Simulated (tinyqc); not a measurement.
Extended Hueckel theory, for LiH-, step by step. The parameters take no account of the charge, which enters only through the electron count, and nothing here shows that the anion is bound. One step of it, computed by the program tinyqc.

Question. Wolfsberg-Helmholz matrix. H_ij = K' S_ij (H_ii + H_jj)/2 for i != j (the diagonal keeps H_ii), with K' = K + D^2 + D^4 (1 - K), D = (H_ii - H_jj)/(H_ii + H_jj), K = 1.75.

overlap S:
```
           1Li 2s   1Li 2px   1Li 2py   1Li 2pz     2H 1s
1Li 2s   1.000000  0.000000  0.000000  0.000000  0.352951
1Li 2px  0.000000  1.000000  0.000000  0.000000  0.000000
1Li 2py  0.000000  0.000000  1.000000  0.000000  0.000000
1Li 2pz  0.000000  0.000000  0.000000  1.000000  0.475931
2H 1s    0.352951  0.000000  0.000000  0.475931  1.000000
```

diagonal H_ii (eV): 1Li 2s -5.400000, 1Li 2px -3.500000, 1Li 2py -3.500000, 1Li 2pz -3.500000, 2H 1s -13.600000

K = 1.750000

Give: H.

Answer.

H (eV):
```
         1Li 2s  1Li 2px  1Li 2py  1Li 2pz    2H 1s
1Li 2s   -5.400    0.000    0.000    0.000   -6.405
1Li 2px   0.000   -3.500    0.000    0.000    0.000
1Li 2py   0.000    0.000   -3.500    0.000    0.000
1Li 2pz   0.000    0.000    0.000   -3.500   -8.169
2H 1s    -6.405    0.000    0.000   -8.169  -13.600
```
